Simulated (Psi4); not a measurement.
# Two attempts at [HSO3]− (SMILES O=[SH](=O)[O-])

Aim: the energy of [HSO3]− at ACPF/cc-pVDZ (density fitting).

The calculation is run with Psi4 1.11.

2 further runs of the same task are left out: 2 set aside as unsound or not needed.

## (1) Starting point

The species is [HSO3]− (5 atoms), meant as a singlet with charge -1. As SMILES, `O=[SH](=O)[O-]`. The coordinates come from a GFN2-xTB relaxation.

Bond lengths: O1–S2 1.457 Å, S2–O3 1.457 Å, S2–O4 1.456 Å, S2–H5 1.447 Å. Angles: O1–S2–O3 115.1°, O1–S2–O4 115.2°, O3–S2–O4 115.2°, O1–S2–H5 102.9°, O3–S2–H5 102.9°, O4–S2–H5 102.9°.

## (2) First attempt

ho3s.xyz

```xyz
5
HO3S
O     -0.312090    -0.257600     1.424010
S     -0.060290    -0.072100     0.001290
O      0.698970    -1.139640    -0.636000
O     -1.190760     0.428710    -0.767890
H      0.864160     1.040630    -0.021410
```

ho3s.py

```python
import psi4

psi4.set_memory(1600000000)
psi4.set_num_threads(1)
psi4.set_output_file('output.dat', False)

with open('ho3s.xyz') as f:
    atoms = ''.join(f.readlines()[2:])
molecule = psi4.geometry('-1 1\n' + atoms + 'symmetry c1')

psi4.set_options({
    'basis': 'cc-pVDZ',
    'freeze_core': True,
    'docc': [22],
})

E = psi4.energy("acpf", molecule=molecule)
print(f'acpf energy: {E:.10f} Eh')
```

On the command line:

```bash
$ python ho3s.py
```

output.dat:

```text
Psi4 1.11 release

   => Loading Basis Set <=

    Name: CC-PVDZ
    Role: ORBITAL
    Keyword: BASIS
```

The script printed:

```text
Traceback (most recent call last):
  File "ho3s.py", line 17, in <module>
    E = psi4.energy("acpf", molecule=molecule)
RuntimeError:
Fatal Error: Got 22 alpha electrons, expected 21.
DOCC and SOCC must specify the occupation of all electrons or none.
```

Wall time 0.83 s (1 thread of Intel Xeon 6975P-C (Granite Rapids), shared host); peak memory 0.14 GiB.

## (3) Diagnosis

The input was rejected.

The telling line is `Fatal Error: Got 22 alpha electrons, expected 21.`. Cause: the orbital occupation or active space doesn't match the electron count or the lowest state. To mend it: docc at its default in place of (22).

## (4) Try two

ho3s.xyz is that of step 2.

job.py

```python
import psi4

psi4.set_memory('1600 MB')
psi4.set_num_threads(1)
psi4.set_output_file('run.log', False)

with open('ho3s.xyz') as f:
    atoms = ''.join(f.readlines()[2:])
mol = psi4.geometry('-1 1\n' + atoms + '')

psi4.set_options({
    'basis': 'cc-pVDZ',
    'freeze_core': True,
})

E = psi4.energy('acpf', molecule=mol)
print(f'total energy {E:.8f} hartree = {E * 27.211386:.5f} eV')
for k, v in sorted(psi4.core.scalar_variables().items()):
    print(f'{k:45s} {v:18.10f}')
```

On the command line:

```bash
$ python job.py
```

run.log:

```text
[...]
  Running in c1 symmetry.
[...]
  Nuclear repulsion =  192.274096762066307
[...]
  Multiplicity = 1
[...]
  Nalpha       = 21
  Nbeta        = 21
[...]
    Number of basis functions: 65
[...]
   @RHF iter   1:  -622.41558015459941    1.06724e-01   1.17602e-02 DIIS/ADIIS
[...]
   @RHF iter  11:  -622.64656221304051   -7.27596e-12   8.73109e-09 DIIS
[...]
    Orbital Energies [Eh]
    ---------------------
    Doubly Occupied:
       1A    -91.997453     2A    -20.316111     3A    -20.315900
       4A    -20.315874     5A     -8.964444     6A     -6.649865
       7A     -6.649855     8A     -6.648321     9A     -1.263660
      10A     -1.111728    11A     -1.111293    12A     -0.628434
      13A     -0.496962    14A     -0.439912    15A     -0.439855
      16A     -0.304035    17A     -0.303942    18A     -0.263392
      19A     -0.263146    20A     -0.229035    21A     -0.213829
[...]
  @RHF Final Energy:  -622.64656221304051
   => Energetics <=
    Nuclear Repulsion Energy =            192.2740967620663071
    One-Electron Energy =               -1251.9872273492751447
    Two-Electron Energy =                 437.0665683741681846
    Total Energy =                       -622.6465622130406246
[...]
 Multipole Moments:
 ------------------------------------------------------------------------------------
     Multipole            Electronic (a.u.)      Nuclear  (a.u.)        Total (a.u.)
 ------------------------------------------------------------------------------------
 L = 1.  Multiply by 2.5417464519 to convert [e a0] to [Debye]
 Dipole X            :         -0.5757088            0.9727971            0.3970883
 Dipole Y            :         -0.6894668            1.1713635            0.4818967
 Dipole Z            :          0.0128231           -0.0240666           -0.0112435
 Magnitude           :                                                    0.6245238
[...]
      * SCS-MP2 total energy:                 -623.313445433581
[...]
      * MP2 total energy:                     -623.341780682262
[...]
```

The script printed:

```text
total energy -623.35480323 hartree = -16962.34817 eV
ACPF CORRELATION ENERGY                            -0.7082410206
ACPF DOUBLES ENERGY                                -0.7082410193
ACPF OPPOSITE-SPIN CORRELATION ENERGY              -0.5399129294
ACPF SAME-SPIN CORRELATION ENERGY                  -0.1683280899
ACPF SINGLES ENERGY                                 0.0000000000
ACPF TOTAL ENERGY                                -623.3548032337
CURRENT CORRELATION ENERGY                         -0.7082410206
CURRENT ENERGY                                   -623.3548032337
CURRENT REFERENCE ENERGY                         -622.6465622130
DD SOLVATION ENERGY                                 0.0000000000
HF KINETIC ENERGY                                 622.5932205617
HF POTENTIAL ENERGY                             -1245.2397827747
HF TOTAL ENERGY                                  -622.6465622130
HF VIRIAL RATIO                                     2.0000856766
MP2 CORRELATION ENERGY                             -0.6952184692
MP2 DOUBLES ENERGY                                 -0.6952184692
MP2 OPPOSITE-SPIN CORRELATION ENERGY               -0.5020889202
MP2 SAME-SPIN CORRELATION ENERGY                   -0.1931295491
MP2 SINGLES ENERGY                                  0.0000000000
MP2 TOTAL ENERGY                                 -623.3417806823
NUCLEAR REPULSION ENERGY                          192.2740967621
ONE-ELECTRON ENERGY                             -1251.9872273493
PCM POLARIZATION ENERGY                             0.0000000000
PE ENERGY                                           0.0000000000
SCF ITERATION ENERGY                             -622.6465622130
SCF ITERATIONS                                     11.0000000000
SCF TOTAL ENERGY                                 -622.6465622130
TWO-ELECTRON ENERGY                               437.0665683742
```

It took 6.6 s on 1 thread of Intel Xeon 6975P-C (Granite Rapids), shared host; peak memory 0.3 GiB.

## (5) Results

At ACPF/cc-pVDZ (density fitting):

```
                                             quantity          value
                                         total energy  -623.35480 Eh
                  HOMO energy (Hartree–Fock orbitals)       -5.82 eV
                  LUMO energy (Hartree–Fock orbitals)        9.92 eV
HOMO–LUMO gap (to an unbound level, set by the basis)       15.73 eV
          correlation energy (8 core orbitals frozen)     -708.2 mEh
```
